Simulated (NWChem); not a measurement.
Program: NWChem. System: CH3O, charge 0, spin multiplicity 2, at a geometry optimised with UB3LYP/def2-SVP. The structure started from a generated list of species. Its SCF solution wasn't tested for a lower state. Level: UMP2/6-31G* (spherical d), 2 core orbitals frozen.

Job file:

```
start mol
memory heap 200 mb stack 900 mb global 1100 mb
geometry units angstroms nocenter noautoz noautosym
  C      0.073339     0.559350     0.045927
  O     -0.115110    -0.775309    -0.089457
  H      0.637268     0.689111     1.003776
  H      0.709611     1.017369    -0.742599
  H     -0.866032     1.139896     0.178920
end
basis spherical
  * library 6-31g*
end
scf
  uhf
  nopen 1
  maxiter 100
  thresh 1e-7
  semidirect memsize 60000000 filesize 0
  # guess.movecs holds the orbitals of an unrestricted PBE0 run
  vectors input guess.movecs output mol.movecs
end
mp2
  freeze core 2
end
task mp2 energy
```

Output (cleaned and shortened):

```
             Northwest Computational Chemistry Package (NWChem) 7.3.0
             --------------------------------------------------------

                                NWChem Input Module
                                -------------------

 Scaling coordinates for geometry "geometry" by  1.889725989
 (inverse scale =  0.529177249)

                             Geometry "geometry" -> ""
                             -------------------------

 Output coordinates in angstroms (scale by  1.889725989 to convert to a.u.)

  No.       Tag          Charge          X              Y              Z
 ---- ---------------- ---------- -------------- -------------- --------------
    1 C                    6.0000     0.07333900     0.55935000     0.04592700
    2 O                    8.0000    -0.11511000    -0.77530900    -0.08945700
    3 H                    1.0000     0.63726800     0.68911100     1.00377600
    4 H                    1.0000     0.70961100     1.01736900    -0.74259900
    5 H                    1.0000    -0.86603200     1.13989600     0.17892000

 Effective nuclear repulsion energy (a.u.)      34.4021201726

            Nuclear Dipole moment (a.u.)
            ----------------------------
        X                 Y               Z
 ---------------- ---------------- ----------------
     0.0000018897     0.0000075589     0.0000056692


 Summary of "ao basis" -> "" (spherical)
 ------------------------------------------------------------------------------
       Tag                 Description            Shells   Functions and Types
 ---------------- ------------------------------  ------  ---------------------
 *                           6-31g*                   on all atoms

 Summary of "ao basis" -> "ao basis" (spherical)
 ------------------------------------------------------------------------------
       Tag                 Description            Shells   Functions and Types
 ---------------- ------------------------------  ------  ---------------------
 C                           6-31g*                  6       14   3s2p1d
 O                           6-31g*                  6       14   3s2p1d
 H                           6-31g*                  2        2   2s

                                 NWChem SCF Module
                                 -----------------

  ao basis        = "ao basis"
  functions       =    34
  atoms           =     5
  alpha electrons =     9
  beta  electrons =     8
  charge          =   0.00
  wavefunction    = UHF
  use symmetry    = F
  symmetry adapt  = F

 Summary of "ao basis" -> "ao basis" (spherical)
 ------------------------------------------------------------------------------
       Tag                 Description            Shells   Functions and Types
 ---------------- ------------------------------  ------  ---------------------
 C                           6-31g*                  6       14   3s2p1d
 O                           6-31g*                  6       14   3s2p1d
 H                           6-31g*                  2        2   2s

 Forming initial guess at       0.0s

 Starting SCF solution at       0.0s

 ----------------------------------------------
         Quadratically convergent UHF

 Convergence threshold     :          1.000E-07
 Maximum no. of iterations :          100
 Integral*density screening:          1.000E-09
 ----------------------------------------------

              iter       energy          gnorm     gmax       time
             ----- ------------------- --------- --------- --------
                 1     -114.4050439509  3.14D-01  8.35D-02      0.1
                 2     -114.4173439056  1.90D-02  6.12D-03      0.1
                 3     -114.4174305645  2.11D-04  7.45D-05      0.2
  ga_iter_lsolve: convergence stagnant ... aborting solve

 Disabled NR: increased maxiter to 110

                 4     -114.4174305808  1.75D-04  5.19D-05      0.2
                 5     -114.4174305905  1.48D-04  5.78D-05      0.2
                 6     -114.4174306122  2.95D-04  1.35D-04      0.2
                 7     -114.4174306744  4.22D-04  1.02D-04      0.2
                 8     -114.4174307357  3.38D-04  1.01D-04      0.2
                 9     -114.4174307730  2.31D-04  6.12D-05      0.2
                10     -114.4174307812  6.22D-05  2.03D-05      0.2
                11     -114.4174307824  4.02D-05  1.58D-05      0.2
                12     -114.4174307827  1.54D-05  3.47D-06      0.3
                13     -114.4174307827  6.62D-06  1.53D-06      0.3
                14     -114.4174307828  5.50D-06  1.13D-06      0.3
                15     -114.4174307828  2.43D-06  9.25D-07      0.3
                16     -114.4174307828  1.07D-06  2.21D-07      0.3
                17     -114.4174307828  6.93D-07  2.29D-07      0.3
                18     -114.4174307828  8.18D-07  3.49D-07      0.3
                19     -114.4174307828  1.36D-06  4.12D-07      0.3
                20     -114.4174307828  1.51D-06  6.02D-07      0.3
                21     -114.4174307828  1.77D-06  6.55D-07      0.3
                22     -114.4174307828  8.37D-07  2.58D-07      0.4
                23     -114.4174307828  6.01D-07  2.34D-07      0.4
                24     -114.4174307828  3.01D-07  9.43D-08      0.4
                25     -114.4174307828  1.18D-07  2.87D-08      0.4
                26     -114.4174307828  1.04D-07  3.37D-08      0.4
                27     -114.4174307828  7.67D-08  1.78D-08      0.4

       Final UHF  results
       ------------------

         Total SCF energy =   -114.417430782771
      One electron energy =   -224.154655122770
[...]
   Bfn.  Coefficient  Atom+Function         Bfn.  Coefficient  Atom+Function
  ----- ------------  ---------------      ----- ------------  ---------------
    18      0.475110  2 O  py                 4     -0.363603  1 C  py
    22      0.315678  2 O  py                20     -0.223558  2 O  s

 Vector    7  Occ=1.000000D+00  E=-5.764494D-01
              MO Center=  2.2D-01,  5.2D-01,  3.1D-01, r^2= 1.3D+00
   Bfn.  Coefficient  Atom+Function         Bfn.  Coefficient  Atom+Function
  ----- ------------  ---------------      ----- ------------  ---------------
     5      0.381827  1 C  pz                29      0.261315  3 H  s
     3      0.232713  1 C  px                 9      0.207007  1 C  pz
    30      0.200554  3 H  s

 Vector    8  Occ=1.000000D+00  E=-4.402555D-01
              MO Center= -7.9D-02, -1.6D-01, -1.2D-01, r^2= 1.6D+00
   Bfn.  Coefficient  Atom+Function         Bfn.  Coefficient  Atom+Function
  ----- ------------  ---------------      ----- ------------  ---------------
    17      0.467842  2 O  px                21      0.379745  2 O  px
    19     -0.283849  2 O  pz                23     -0.230378  2 O  pz
     3     -0.201549  1 C  px                32     -0.197308  4 H  s
    34      0.194030  5 H  s                 31     -0.173569  4 H  s
    33      0.171136  5 H  s

 Vector    9  Occ=0.000000D+00  E= 1.238155D-01
              MO Center= -1.8D-02, -4.3D-01,  3.6D-02, r^2= 1.6D+00
   Bfn.  Coefficient  Atom+Function         Bfn.  Coefficient  Atom+Function
  ----- ------------  ---------------      ----- ------------  ---------------
    30      0.566775  3 H  s                 23     -0.475367  2 O  pz
    19     -0.395575  2 O  pz                34     -0.299656  5 H  s
    21     -0.282978  2 O  px                32     -0.282814  4 H  s
     9     -0.245442  1 C  pz                17     -0.235597  2 O  px

 Vector   10  Occ=0.000000D+00  E= 2.469761D-01
              MO Center=  2.0D-01,  9.5D-01,  2.2D-01, r^2= 3.5D+00
   Bfn.  Coefficient  Atom+Function         Bfn.  Coefficient  Atom+Function
  ----- ------------  ---------------      ----- ------------  ---------------
     6      2.239062  1 C  s                 30     -1.265637  3 H  s
    32     -1.131935  4 H  s                 34     -1.136218  5 H  s
     8      0.717814  1 C  py                 9      0.232972  1 C  pz
     7      0.186615  1 C  px                 4      0.165893  1 C  py

 Vector   11  Occ=0.000000D+00  E= 3.201534D-01
              MO Center=  5.7D-01,  7.3D-01, -1.8D-01, r^2= 2.9D+00
   Bfn.  Coefficient  Atom+Function         Bfn.  Coefficient  Atom+Function
  ----- ------------  ---------------      ----- ------------  ---------------
    32      1.631683  4 H  s                  9      1.357757  1 C  pz
    30     -1.249161  3 H  s                  6     -0.517235  1 C  s
    23     -0.360677  2 O  pz                 5      0.358582  1 C  pz
    20      0.353168  2 O  s                 22      0.261555  2 O  py
    19     -0.154096  2 O  pz

 center of mass
 --------------
 x =  -0.02902949 y =  -0.17181128 z =  -0.02657402

 moments of inertia (a.u.)
 ------------------
          63.188514300005          -7.326686370711          -0.556590067289
          -7.326686370711          13.186073215361          -5.425275766467
          -0.556590067289          -5.425275766467          63.871152546998

  Mulliken analysis of the total density
  --------------------------------------

    Atom       Charge   Shell Charges
 -----------   ------   -------------------------------------------------------
    1 C    6     6.18   2.00  0.66  2.00  0.59  0.85  0.08
    2 O    8     8.34   2.00  0.94  2.74  1.00  1.63  0.02
    3 H    1     0.81   0.51  0.30
    4 H    1     0.84   0.53  0.31
    5 H    1     0.84   0.53  0.31

  Mulliken analysis of the alpha density
  --------------------------------------

    Atom       Charge   Shell Charges
 -----------   ------   -------------------------------------------------------
    1 C    6     3.02   1.00  0.32  0.97  0.29  0.40  0.04
    2 O    8     4.67   1.00  0.49  1.71  0.50  0.97  0.01
    3 H    1     0.45   0.28  0.17
    4 H    1     0.43   0.27  0.16
    5 H    1     0.43   0.27  0.16

   Mulliken analysis of the beta density
   -------------------------------------

    Atom       Charge   Shell Charges
 -----------   ------   -------------------------------------------------------
    1 C    6     3.16   1.00  0.33  1.03  0.31  0.46  0.03
    2 O    8     3.67   1.00  0.45  1.03  0.51  0.66  0.01
    3 H    1     0.36   0.23  0.13
    4 H    1     0.41   0.26  0.15
    5 H    1     0.41   0.26  0.15

   Mulliken analysis of the spin density
   -------------------------------------

    Atom       Charge   Shell Charges
 -----------   ------   -------------------------------------------------------
    1 C    6    -0.14  -0.00 -0.01 -0.06 -0.02 -0.06  0.01
    2 O    8     1.00   0.00  0.04  0.68 -0.01  0.30 -0.00
    3 H    1     0.10   0.05  0.04
    4 H    1     0.02   0.01  0.01
    5 H    1     0.02   0.01  0.01

       Multipole analysis of the density wrt the origin
       ------------------------------------------------

     L   x y z        total         alpha         beta         nuclear
     -   - - -        -----         -----         ----         -------
     0   0 0 0     -0.000000     -9.000000     -8.000000     17.000000

     1   1 0 0      0.133257      0.129170      0.004085      0.000002
     1   0 1 0      0.733218      1.000130     -0.266920      0.000008
     1   0 0 1      0.130432      0.079438      0.050988      0.000006

     2   2 0 0     -9.271815     -8.211409     -7.480978      6.420573
     2   1 1 0     -0.072274     -2.253727     -1.868126      4.049579
     2   1 0 1      0.335737     -0.210881      0.331083      0.215535
     2   0 2 0     -9.979127    -23.244721    -20.642888     33.908482
     2   0 1 1     -0.044492     -1.725855     -1.351029      3.032391
     2   0 0 2     -8.896858     -8.040144     -6.812207      5.955493

                   NWChem MP2 Semi-direct Energy/Gradient Module
                   ---------------------------------------------

  Basis functions       =     34
  Molecular orbitals    =     34
  Frozen core           =      2
  Frozen virtuals       =      0
  Active alpha occupied =      7
  Active beta occupied  =      6
  Active alpha virtual  =     25
  Active beta virtual   =     26
  Use MO symmetry       = F
  Use skeleton AO sym   = F

  AO/Fock/Back tols     =   1.0D-09  1.0D-09  1.0D-09

 GA uses MA = F    GA memory limited = T

 Available:
  local mem=  1.26D+08
 global mem=  1.44D+08
 local disk=  0.00D+00
  mp2_memr nvloc                    25
  nvloc new                    25
   1 passes of   7:        2097152                       6820                    356055.
   1 passes of   7: M    126154759           G      144176888           F     124057607.

 Semi-direct pass number   1 of   1  for UHF alpha       at        0.4s
  vrange nnbf                   595
  mp2_eaftype                    10  avail_ma_in_mb                  1099
 EAF : mp2_eaftype filesize          10     178027.
  mp2_eaf for mointskh                     10
Node 0 wrote      0.8 Mb in      0.0 s     Agg I/O rate:  1757.3 Mb/s
 Done moints_semi at        0.6s
  mp2_eaftype                    10  avail_ma_in_mb                  1089
 EAF : mp2_eaftype filesize          10     178027.
  mp2_eaf for kh                    10
 Done maket at        0.6s
 Done multipass loop at        0.6s

 GA uses MA = F    GA memory limited = T

 Available:
  local mem=  1.26D+08
 global mem=  1.44D+08
 local disk=  0.00D+00
  mp2_memr nvloc                    26
  nvloc new                    26
   1 passes of   6:        2097152                       6336                    317618.
   1 passes of   6: M    126154759           G      144176888           F     124057607.

 Semi-direct pass number   1 of   1  for UHF beta        at        0.6s
  vrange nnbf                   595
  mp2_eaftype                    10  avail_ma_in_mb                  1099
 EAF : mp2_eaftype filesize          10     158809.
  mp2_eaf for mointskh                     10
Node 0 wrote      0.7 Mb in      0.0 s     Agg I/O rate:  1605.8 Mb/s
 Done moints_semi at        0.8s
  mp2_eaftype                    10  avail_ma_in_mb                  1089
 EAF : mp2_eaftype filesize          10     158809.
  mp2_eaf for kh                    10
 Done maket at        0.8s
 Done multipass loop at        0.8s

          -------------------------------------------
          SCF energy                -114.417430782771
          Correlation energy          -0.263570439056
          Singlet pairs                0.000000000000
          Triplet pairs                0.000000000000
          Total MP2 energy          -114.681001221827
          -------------------------------------------

          ---------------------------------------------------
                    Spin Component Scaled (SCS) MP2
          Same spin pairs                     -0.063489864379
          Same spin scaling factor             0.333333333333
          Opposite spin pairs                 -0.200080574677
          Opposite spin scaling fact.          1.200000000000
          SCS-MP2 correlation energy          -0.261259977739
          Total SCS-MP2 energy              -114.678690760510
          ---------------------------------------------------

 -----------------------
 Performance information
 -----------------------

 Timer overhead =  1.75D-07 seconds/call

               Nr. of calls         CPU time (s)                 Wall time (s)                GFlops
             ---------------    -------------------     ------------------------------   -------------------
Name         Min   Avg   Max    Min     Avg     Max     Min     Avg     Max   Mx/calls   Min     Max     Sum
mp2: moin     2     2     2   0.31    0.31    0.31     0.31    0.31    0.31    0.15      0.0     0.0     0.0
mp2: make     2     2     2   2.12E-2 2.12E-2 2.12E-2  2.12E-2 2.12E-2 2.12E-2 1.06E-2   0.0     0.0     0.0
mp2: tota     1     1     1   0.35    0.35    0.35     0.35    0.35    0.35    0.35      0.0     0.0     0.0

 The average no. of pstat calls per process was 5.00D+00
 with a timing overhead of 8.76D-07s

 Task  times  cpu:        0.7s     wall:        0.7s

 Total times  cpu:        0.8s     wall:        0.8s
```
